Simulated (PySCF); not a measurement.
Input of a response calculation (the driver script's job line, then coordinates in Å):

```
{"job": {"kind": "uv", "xc": "B3LYP", "basis": "def2-SVPD", "nstates": 8, "ntriplets": 3}, "charge": 0, "multiplicity": 1}
C     -1.896286     0.324829    -0.246772
C     -0.615765    -0.010700    -0.154238
P      0.605525     0.517512    -1.379825
C      1.941815    -0.217538    -0.685450
F      3.157641    -0.118335    -1.244259
H     -2.623989     0.009932     0.483401
H     -2.264907     0.928929    -1.059175
H     -0.262618    -0.618935     0.669929
H      1.972146    -0.809700     0.222339
```

Its output, with some lines taken out ([cut]) and without the SCF cycles:

```
converged SCF energy = -557.6186633856

Static polarisability (au): isotropic 67.287, principal 42.627 57.717 101.516

Singlet excitations
state   eV       nm        f      main configurations
  1   4.8517    255.5   0.27520   H->L 0.92
[cut]
[cut]
[cut]
[cut]
  6   6.5179    190.2   0.00003   H-3->L 0.96
  7   6.6007    187.8   0.08274   H-2->L 0.71, H->L+1 0.20
  8   6.6789    185.6   0.00683   H-1->L+1 0.95

[cut]
```

The calculation used TDDFT B3LYP/def2-SVPD, vertical, gas phase, core orbitals frozen in the response in PySCF 2.14.0, density-fitted response routines. Isolated species at its GFN2-xTB geometry (one conformer only).

Question: Restore the lines that were cut, in order.

Answer: 
```
  2   4.8655    254.8   0.00653   H-1->L 0.99
  3   5.7008    217.5   0.06997   H->L+1 0.75, H-2->L 0.21
  4   5.8962    210.3   0.00732   H->L+2 0.97
  5   6.4056    193.6   0.00011   H->L+3 0.97
Triplet excitations (Tamm-Dancoff, eV): 2.5338 4.1493 4.3354
```

Question: What is the polarisability anisotropy, √(½[(α1 − α2)² + (α2 − α3)² + (α3 − α1)²])?

Answer: 52.98 au.

Question: How many basis functions and electrons does this run hold?

Answer: 139 basis functions for 46 electrons in 23 doubly occupied orbitals.

Question: Which orbital energies lie behind H and L?

Answer: HOMO -6.75 eV and LUMO -2.00 eV, a gap of 4.75 eV; state 1 differs from that by +0.10 eV.

Question: Write the structure that the coordinates describe.

Answer: `C=C/P=C/F` (C3H4FP), point group Cs.

H and L stand for HOMO and LUMO.

On one thread of an Intel Xeon Platinum 8488C, shared host with 96 logical CPUs at a one-minute load of 68, this took 26 s of wall time (with the writing of density and orbital grids) and 0.53 GiB of memory at its peak.

Conformer computed: `[CH2:1]=[CH:2]/[P:3]=[CH:4]/[F:5]`: C1–C2–P3–C4 180°.
